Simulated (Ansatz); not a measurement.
System (SMILES): [CH]=C=O, doublet.
Atoms: C1, C2, H3, O4. Bonds: C1-C2, C1-H3, C2-O4.

How fast the optimised C1-C2 bond length converges with the basis for several methods (Ansatz, an electronic-structure program): deviation from each method's own reference, in Å. References: HF 1.2729 Å, the value in def2-QZVPPD; MP2 1.3143 Å, the value in def2-QZVPP; PBE 1.3009 Å, the value in def2-QZVPPD; PBE0 1.2877 Å, the value in def2-QZVPPD. Cartesian d functions, on some or all atoms, in 6-31G*; all else is spherical. In correlated methods cores are frozen. Core-valence sets carry the plain set on hydrogen. Open shells are unrestricted. No added dispersion term, no relativity. The reference of a correlated method is not its basis-set limit, which lies further on.

```
basis            functions       HF      MP2      PBE     PBE0
---------------  ---------  -------  -------  -------  -------
6-31G*                  47  -0.0260   0.0069   0.0081   0.0049
cc-pVDZ                 47   0.0135   0.0259   0.0152   0.0142
6-311+G**               72  -0.0264   0.0109   0.0000  -0.0020
aug-cc-pVDZ             78   0.0221   0.0285   0.0153   0.0156
def2-TZVP               99  -0.0043   0.0021   0.0005   0.0001
cc-pVTZ                104  -0.0024   0.0036   0.0000   0.0000
pcseg-2                104  -0.0189  -0.0015  -0.0018  -0.0030
def2-TZVPP             107  -0.0024   0.0034   0.0008   0.0005
jun-cc-pV(T+d)Z        131   0.0007   0.0051   0.0006   0.0009
cc-pCVTZ               143  -0.0025   0.0031   0.0002   0.0000
aug-cc-pVTZ            161   0.0002   0.0047   0.0003   0.0005
def2-QZVPP             201  -0.0011   0.0000  -0.0002  -0.0003
```

Mean absolute deviation over 6-311+G**, def2-TZVP, cc-pVTZ, pcseg-2, def2-TZVPP, jun-cc-pV(T+d)Z, cc-pCVTZ, aug-cc-pVTZ: PBE 0.0005, PBE0 0.0009, MP2 0.0043, HF 0.0072 Å.
